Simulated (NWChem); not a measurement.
Everything below was run with NWChem. System: dimethyl ether (C$_{2}$H$_{6}$O), charge 0, spin multiplicity 1, at a geometry optimised with PBE0/def2-SVP. Level: RI-MP2/cc-pVDZ, 3 core orbitals frozen.

NWChem printed:

```
             Northwest Computational Chemistry Package (NWChem) 7.3.0
             --------------------------------------------------------

                                NWChem Input Module
                                -------------------

 Scaling coordinates for geometry "geometry" by  1.889725989
 (inverse scale =  0.529177249)

 Turning off AUTOSYM since
 SYMMETRY directive was detected!

                             Geometry "geometry" -> ""
                             -------------------------

 Output coordinates in angstroms (scale by  1.889725989 to convert to a.u.)

  No.       Tag          Charge          X              Y              Z
 ---- ---------------- ---------- -------------- -------------- --------------
    1 C                    6.0000    -1.16107900     0.00000000    -0.18806400
    2 O                    8.0000     0.00000000     0.00000000     0.57779000
    3 C                    6.0000     1.16107900     0.00000000    -0.18806400
    4 H                    1.0000    -1.23304200    -0.89523100    -0.83951400
    5 H                    1.0000    -1.23304200     0.89523100    -0.83951400
    6 H                    1.0000    -2.02146000     0.00000000     0.49625600
    7 H                    1.0000     1.23304200    -0.89523100    -0.83951400
    8 H                    1.0000     2.02146000     0.00000000     0.49625600
    9 H                    1.0000     1.23304200     0.89523100    -0.83951400

 Effective nuclear repulsion energy (a.u.)      84.3016847105

            Nuclear Dipole moment (a.u.)
            ----------------------------
        X                 Y               Z
 ---------------- ---------------- ----------------
     0.0000000000     0.0000000000     0.0000151178

      Symmetry information
      --------------------

 Group name             C2v
 Group number             16
 Group order               4
 No. of unique centers     4

      Symmetry unique atoms

     1    2    4    6


 Summary of "ao basis" -> "" (spherical)
 ------------------------------------------------------------------------------
       Tag                 Description            Shells   Functions and Types
 ---------------- ------------------------------  ------  ---------------------
 *                          cc-pvdz                   on all atoms

 Summary of "ri-mp2 basis" -> "" (spherical)
 ------------------------------------------------------------------------------
       Tag                 Description            Shells   Functions and Types
 ---------------- ------------------------------  ------  ---------------------
 *                         cc-pvdz-ri                 on all atoms

 Summary of "ao basis" -> "ao basis" (spherical)
 ------------------------------------------------------------------------------
       Tag                 Description            Shells   Functions and Types
 ---------------- ------------------------------  ------  ---------------------
 C                          cc-pvdz                  6       14   3s2p1d
 O                          cc-pvdz                  6       14   3s2p1d
 H                          cc-pvdz                  3        5   2s1p

                                 NWChem SCF Module
                                 -----------------

  ao basis        = "ao basis"
  functions       =    72
  atoms           =     9
  closed shells   =    13
  open shells     =     0
  charge          =   0.00
  wavefunction    = RHF
  use symmetry    = T
  symmetry adapt  = T

 Summary of "ao basis" -> "ao basis" (spherical)
 ------------------------------------------------------------------------------
       Tag                 Description            Shells   Functions and Types
 ---------------- ------------------------------  ------  ---------------------
 C                          cc-pvdz                  6       14   3s2p1d
 O                          cc-pvdz                  6       14   3s2p1d
 H                          cc-pvdz                  3        5   2s1p

      Symmetry analysis of basis
      --------------------------

        a1         26
        a2         11
        b1         22
        b2         13

 Forming initial guess at       0.1s
[...]
 Vector   14  Occ=0.000000D+00  E= 1.832865D-01  Symmetry=a1
              MO Center=  3.5D-16, -7.8D-16, -6.4D-01, r^2= 6.3D+00
   Bfn.  Coefficient  Atom+Function         Bfn.  Coefficient  Atom+Function
  ----- ------------  ---------------      ----- ------------  ---------------
     3      1.466166  1 C  s                 31      1.466166  3 C  s
    44     -0.746307  4 H  s                 49     -0.746307  5 H  s
    59     -0.746307  7 H  s                 69     -0.746307  9 H  s
    54     -0.540078  6 H  s                 64     -0.540078  8 H  s
     9     -0.295681  1 C  pz                37     -0.295681  3 C  pz

 Vector   15  Occ=0.000000D+00  E= 2.267917D-01  Symmetry=b1
              MO Center=  1.7D-15,  5.0D-17, -1.7D-01, r^2= 8.0D+00
   Bfn.  Coefficient  Atom+Function         Bfn.  Coefficient  Atom+Function
  ----- ------------  ---------------      ----- ------------  ---------------
     3      1.656218  1 C  s                 31     -1.656218  3 C  s
    54     -1.007437  6 H  s                 64      1.007437  8 H  s
    44     -0.707066  4 H  s                 49     -0.707066  5 H  s
    59      0.707066  7 H  s                 69      0.707066  9 H  s
     7     -0.348907  1 C  px                35     -0.348907  3 C  px

 Vector   16  Occ=0.000000D+00  E= 2.495034D-01  Symmetry=a1
              MO Center=  3.1D-15, -2.4D-16,  3.4D-01, r^2= 7.6D+00
   Bfn.  Coefficient  Atom+Function         Bfn.  Coefficient  Atom+Function
  ----- ------------  ---------------      ----- ------------  ---------------
    54      1.505724  6 H  s                 64      1.505724  8 H  s
     9     -0.771223  1 C  pz                37     -0.771223  3 C  pz
    44     -0.573350  4 H  s                 49     -0.573350  5 H  s
    59     -0.573350  7 H  s                 69     -0.573350  9 H  s
     7      0.458714  1 C  px                35     -0.458714  3 C  px

 center of mass
 --------------
 x =   0.00000000 y =   0.00000000 z =   0.09621078

 moments of inertia (a.u.)
 ------------------
          45.129962628800           0.000000000000           0.000000000000
           0.000000000000         200.433327320169           0.000000000000
           0.000000000000           0.000000000000         178.378433819616

  Mulliken analysis of the total density
  --------------------------------------

    Atom       Charge   Shell Charges
 -----------   ------   -------------------------------------------------------
    1 C    6     5.84   2.00  0.65  0.37  1.96  0.74  0.11
    2 O    8     8.46   2.00  0.82  0.94  2.85  1.82  0.02
    3 C    6     5.84   2.00  0.65  0.37  1.96  0.74  0.11
    4 H    1     0.99   0.76  0.20  0.03
    5 H    1     0.99   0.76  0.20  0.03
    6 H    1     0.96   0.76  0.17  0.03
    7 H    1     0.99   0.76  0.20  0.03
    8 H    1     0.96   0.76  0.17  0.03
    9 H    1     0.99   0.76  0.20  0.03

       Multipole analysis of the density wrt the origin
       ------------------------------------------------

     L   x y z        total         open         nuclear
     -   - - -        -----         ----         -------
     0   0 0 0     -0.000000      0.000000     26.000000

     1   1 0 0     -0.000000      0.000000      0.000000
     1   0 1 0     -0.000000      0.000000      0.000000
     1   0 0 1     -0.537987      0.000000      0.000015

     2   2 0 0    -12.741044      0.000000    108.672575
     2   1 1 0      0.000000      0.000000      0.000000
     2   1 0 1      0.000000      0.000000      0.000000
     2   0 2 0    -15.016365      0.000000     11.447954
     2   0 1 1      0.000000      0.000000      0.000000
     2   0 0 2    -15.689217      0.000000     22.879174

                               NWChem RI-MP2 Module
                               --------------------

 Summary of "ri-mp2 basis" -> "ri-mp2 basis" (spherical)
 ------------------------------------------------------------------------------
       Tag                 Description            Shells   Functions and Types
 ---------------- ------------------------------  ------  ---------------------
 C                         cc-pvdz-ri               18       56   7s5p4d2f
 O                         cc-pvdz-ri               18       56   7s5p4d2f
 H                         cc-pvdz-ri                6       14   3s2p1d

 SCF Reference Information:
            File: './mol.movecs'
           Title: ''
    Size (AOxMO):     72 x     72
       Total Occ:              26.00
 RI-MP2 Calculation Information:
          Nr. of AO basis functions:         72
     Nr. of fitting basis functions:        252
               Nr. of MO spin cases:          1
        Nr. of MOs to be correlated:         69
     Nr. of occupied MOs correlated:         10
      Nr. of virtual MOs correlated:         59

          RI integral approximation: 'V'
    Threshold for Schwarz screening:  1.000E-09
 Smallest eigenvalue retained in fit  1.000E-08
    Type of storage for MO integrals 'EAF library'

 Transformation block size   10, requiring     1 integral passes.
 XForm_3cInts: Completed     1:   10 pass.
 Energy evaluation using block sizes    10   10
 RIMP2_V_E2: Approx. ints. done (    1:   10,    1:   10)
 RIMP2_V_E2: Copy to B done (    1:   10,    1:   10)
 RIMP2_V_E2: Denominators done (    1:   10,    1:   10)
 RIMP2_V_E2: Completed block (    1:   10,    1:   10)

          -------------------------------------------
          SCF energy                -154.075769496019
          Correlation energy          -0.478367595271
          Total MP2 energy          -154.554137091290
          -------------------------------------------

 -----------------------
 Performance information
 -----------------------

 Timer overhead =  2.41D-07 seconds/call

               Nr. of calls         CPU time (s)                 Wall time (s)                GFlops
             ---------------    -------------------     ------------------------------   -------------------
Name         Min   Avg   Max    Min     Avg     Max     Min     Avg     Max   Mx/calls   Min     Max     Sum
Overall       1     1     1    2.0     2.0     2.0      2.0     2.0     2.0     2.0      0.0     0.0     0.0
3c integr     1     1     1   0.70    0.70    0.70     0.70    0.70    0.70    0.70      0.0     0.0     0.0
Energy        1     1     1   0.11    0.11    0.11     0.11    0.11    0.11    0.11      0.0     0.0     0.0
3c integr     1     1     1   0.67    0.67    0.67     0.67    0.67    0.67    0.67      0.0     0.0     0.0
First 2/3     3     3     3   1.08E-2 1.08E-2 1.08E-2  1.08E-2 1.08E-2 1.08E-2 3.59E-3   0.0     0.0     0.0
Final 1/3     1     1     1   8.48E-3 8.48E-3 8.48E-3  8.48E-3 8.48E-3 8.48E-3 8.48E-3   0.0     0.0     0.0
Write 3c      1     1     1   1.56E-3 1.56E-3 1.56E-3  1.56E-3 1.56E-3 1.56E-3 1.56E-3   0.0     0.0     0.0
Read 3c i     1     1     1   6.96E-4 6.96E-4 6.96E-4  6.96E-4 6.96E-4 6.96E-4 6.96E-4   0.0     0.0     0.0
Fitting b     1     1     1   0.13    0.13    0.13     0.13    0.13    0.13    0.13      0.0     0.0     0.0
Schwarz i     1     1     1   1.29E-2 1.29E-2 1.29E-2  1.29E-2 1.29E-2 1.29E-2 1.29E-2   0.0     0.0     0.0
Form 4ci      1     1     1   2.08E-2 2.08E-2 2.08E-2  2.08E-2 2.08E-2 2.08E-2 2.08E-2   0.0     0.0     0.0
Form A &      1     1     1   8.45E-2 8.45E-2 8.45E-2  8.45E-2 8.45E-2 8.45E-2 8.45E-2   0.0     0.0     0.0
Denominat     1     1     1   1.00E-3 1.00E-3 1.00E-3  1.00E-3 1.00E-3 1.00E-3 1.00E-3   0.0     0.0     0.0
Pair Ener     1     1     1   3.24E-3 3.24E-3 3.24E-3  3.24E-3 3.24E-3 3.24E-3 3.24E-3   0.0     0.0     0.0

 The average no. of pstat calls per process was 1.60D+01
 with a timing overhead of 3.86D-06s

 Task  times  cpu:        2.0s     wall:        2.0s

 Total times  cpu:        2.1s     wall:        2.1s
```

### Question
Write an NWChem input that would produce this output.

### Answer
Several could match; the one computed here: 
```
start mol
memory heap 200 mb stack 900 mb global 1100 mb
geometry units angstroms nocenter noautoz
  C     -1.161079     0.000000    -0.188064
  O      0.000000     0.000000     0.577790
  C      1.161079     0.000000    -0.188064
  H     -1.233042    -0.895231    -0.839514
  H     -1.233042     0.895231    -0.839514
  H     -2.021460     0.000000     0.496256
  H      1.233042    -0.895231    -0.839514
  H      2.021460     0.000000     0.496256
  H      1.233042     0.895231    -0.839514
  symmetry group C2v
end
basis spherical
  * library cc-pvdz
end
basis "ri-mp2 basis" spherical
  * library cc-pvdz-ri
end
scf
  rhf
  nopen 0
  maxiter 100
  thresh 1e-7
  semidirect memsize 60000000 filesize 0
end
mp2
  freeze core 3
end
task rimp2 energy
```
